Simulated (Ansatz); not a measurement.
## hcp against bcc along the alkali metals

These are results of Ansatz 0.2.0, DFT, LDA (PW92), plane waves (420 eV) with PAW, scalar-relativistic, not measurements. (PAW data from PBE, frozen cores regenerated.)

Each structure is relaxed within its symmetry, in the lowest magnetic state of the tried starts. Differences under about 8 meV lie within the error of the k-point mesh.

```tsv
element	E(hcp) − E(bcc) (meV/atom)	V(hcp) (Å³/atom)	V(bcc) (Å³/atom)	state of hcp	state of bcc
Li	-2	19.01	19.02	spin not included	spin not included
Na	-1	33.52	33.40	spin not included	spin not included
K	0	64.67	64.33	spin not included	spin not included
Rb	-1	78.10	77.51	spin not included	spin not included
Cs	0	96.16	95.96	spin not included	spin not included
```
